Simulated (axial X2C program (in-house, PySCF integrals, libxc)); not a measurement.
# HSiH: bond lengths and stretches, held linear

How do method and spin–orbit coupling move the bonds and stretches of HSiH, held linear?

Program: an in-house X2C program for linear molecules on PySCF integrals. Level of theory: all-electron X2C, two-component (2c) or spin-free, H dyall-v3z, Si dyall-v3z. These are calculated values, not measurements.

All values are calculated.

2 further runs of the same task are left out: 2 set aside as unsound or not needed.

**1. The job**

task.json reads:

```json
{"zs": [1, 14, 1], "q": 0, "bas": ["dyall-v3z", "dyall-v3z", "dyall-v3z"], "r0": [1.48, 1.48], "symm": 1, "scan": ["PBE0", "HF", "B3LYP"], "levels": ["PBE0", "HF", "PBE"], "nst": 2}
```

Keys: zs atomic numbers; q charge; bas basis sets; r0 starting distance in Å; symm equal bonds; scan levels of the two-bond scan (MP2 follows by itself at each HF point); levels methods; nst determinants followed.

Run with:

```console
python solin.py task.json out
```

Masses H 1.008, Si 27.977, H 1.008 u.

**2. Scan at PBE0, 2c**

State: Ω = 1 (beyond evenly filled blocks: ω = -1/2, ω = 3/2). Energies above the lowest point, from the job's result record:

```tsv
r(H–Si) (Å)	r(Si–H) (Å)	E (meV)
1.4245	1.4245	27.16
1.4245	1.4610	13.74
1.4245	1.4975	26.78
1.4610	1.4245	13.74
1.4610	1.4610	0.00
1.4610	1.4975	12.71
1.4610	1.5341	47.98
1.4975	1.4245	26.78
1.4975	1.4610	12.71
1.4975	1.4975	25.05
1.5341	1.4610	47.98
1.5341	1.5341	94.46
```

A quadratic surface with cubic terms in each bond gives the minimum at 1.461 and 1.461 Å, force constants 3.18, 3.18 and coupling -0.04 mdyn/Å.

**3. Scan at HF, 2c**

State: Ω = 1 (beyond evenly filled blocks: ω = -1/2, ω = 3/2). Energies above the lowest point, from the job's result record:

```tsv
r(H–Si) (Å)	r(Si–H) (Å)	E (meV)
1.4245	1.4245	17.84
1.4245	1.4610	8.94
1.4245	1.4975	26.58
1.4610	1.4245	8.94
1.4610	1.4610	0.00
1.4610	1.4975	17.63
1.4610	1.5341	57.70
1.4975	1.4245	26.58
1.4975	1.4610	17.63
1.4975	1.4975	35.27
1.5341	1.4610	57.70
1.5341	1.5341	115.60
```

A quadratic surface with cubic terms in each bond gives the minimum at 1.454 and 1.454 Å, force constants 3.29, 3.29 and coupling 0.00 mdyn/Å.

**4. Scan at B3LYP, 2c**

State: Ω = 1 (beyond evenly filled blocks: ω = -1/2, ω = 3/2). Energies above the lowest point, from the job's result record:

```tsv
r(H–Si) (Å)	r(Si–H) (Å)	E (meV)
1.4245	1.4245	19.61
1.4245	1.4610	10.00
1.4245	1.4975	26.25
1.4610	1.4245	10.00
1.4610	1.4610	0.00
1.4610	1.4975	15.85
1.4610	1.5341	53.70
1.4975	1.4245	26.25
1.4975	1.4610	15.85
1.4975	1.4975	31.27
1.5341	1.4610	53.70
1.5341	1.5341	105.59
```

A quadratic surface with cubic terms in each bond gives the minimum at 1.456 and 1.456 Å, force constants 3.17, 3.17 and coupling -0.05 mdyn/Å.

**5. Comparison**

| level | r(H–Si) (Å) | r(Si–H) (Å) | lower stretch (cm⁻¹) | upper stretch (cm⁻¹) |
| --- | --- | --- | --- | --- |
| PBE0, 2c | 1.461 | 1.461 | 2298.8 | 2412.6 |
| HF, 2c | 1.454 | 1.454 | 2356.4 | 2437.9 |
| B3LYP, 2c | 1.456 | 1.456 | 2292.6 | 2412.9 |
| MP2, 2c | 1.451 | 1.451 | 2358.6 | 2501.3 |
| PBE0, spin-free | 1.461 | 1.461 | 2299.2 | 2412.9 |
| HF, spin-free | 1.454 | 1.454 | 2356.6 | 2438.2 |
| B3LYP, spin-free | 1.456 | 1.456 | 2292.9 | 2413.2 |
| MP2, spin-free | 1.451 | 1.451 | 2358.8 | 2501.6 |

Scans not shown above were run alike.

What this shows: Over the levels the H–Si bond spans 1.451 to 1.461 Å and the Si–H bond 1.451 to 1.461 Å. At PBE0 spin–orbit coupling leaves both bonds unchanged to 0.001 Å. Each state is one determinant, the lowest of a limited PBE0 search; the stretches come from a fit to few points and are good to some per cent at best. The stretches are sorted by size, and where the two bonds are alike the symmetric and antisymmetric modes can swap order between levels. MP2 freezes inner shells (threshold -2 hartree). The molecule was held linear; bending was not examined, so a bent shape may lie lower. Open-shell Ω = 0 determinants with evenly filled partner blocks cannot be reached by this program, so the Ω shown need not be the lowest component. Note: several unpaired electrons, one determinant need not be a pure state.
